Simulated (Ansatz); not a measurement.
# HO: ladder of basis sets in Python

How does the energy of HO converge with the basis? Aim: a ladder of basis sets, for HO, run from a script.

Program: Ansatz 0.2.0, driven from Python. The levels of theory stand in the script. These are calculated values, not measurements.

**1. Starting point**

Bond lengths: H1–O2 0.920 Å.

The script holds or builds the structure itself.

**2. The script**

ho.py

```python
import warnings

import ansatz

params = {
    "level": "CCSD(T)",
}

warnings.simplefilter("ignore", ansatz.DeckWarning)

system = (
    ansatz.Crystal.molecule()
    .atom("H", (0.0, 0.0, 0.0))
    .atom("O", (0.0, 0.0, 0.92))
)

base = (
    system.calculation()
    .correlation(params["level"])
    .spin("collinear", total=1)
)

energies = {}
for basis in ["aug-cc-pVDZ", "aug-cc-pVTZ"]:
    report = base.basis(gaussian=basis).run(threads=1, pin="off").report
    size = report["n_frozen"] + report["n_occupied"][0] + report["n_virtual"][0]
    energies[basis] = (report["reference_energy_ev"] / 27.211386246, report["free_energy_ev"] / 27.211386246)
    print(f"{basis:14s} {size:4d} orbitals  reference {energies[basis][0]:14.6f} Ha  total {energies[basis][1]:14.6f} Ha")

small, large = (energies[b][1] - energies[b][0] for b in ("aug-cc-pVDZ", "aug-cc-pVTZ"))
limit = (3 ** 3 * large - 2 ** 3 * small) / (3 ** 3 - 2 ** 3)
print(f"correlation energy: {small:.6f} and {large:.6f} Ha, extrapolated {limit:.6f} Ha")
print(f"share caught by the larger set: {100 * large / limit:.1f} %")
```

**3. The input behind the calls**

The engine receives this input (first run):

```yaml
crystal:
  periodic: [false, false, false]
  atoms:
    - { symbol: H, position_ang: [0.0, 0.0, 0.0] }
    - { symbol: O, position_ang: [0.0, 0.0, 0.92] }
basis:
  gaussian:
    orbitals: aug-cc-pVDZ
magnetization:
  spin_polarized: true
  initial_magnetization: 1.0
correlation:
  method: ccsd_t
```

**4. Running it**

Command:

```console
$ python ho.py
```

**Question.** How far does the total energy move along this ladder of basis sets?

**Answer**, as computed:

| quantity | value |
| --- | --- |
| extrapolated correlation energy | -0.240368 Ha |
| runs compared | 2 |
| correlation energy, last run | -6.038 eV |

In words: Against aug-cc-pVDZ: aug-cc-pVTZ -62.2 mHa. The last step alone is -62.22 mHa. Notes:
- The drop along the ladder measures the basis error, and is no property of the molecule.
- The geometry is a force-field or estimated start, not a minimum of this method, and the last set is no limit. Much of the fall in a total is atomic energy, which cancels in bond and reaction energies.
- The species is open-shell (spin multiplicity 2).
- Inner cores stay frozen, so this is valence correlation.
- An extrapolation from small basis sets is rough.
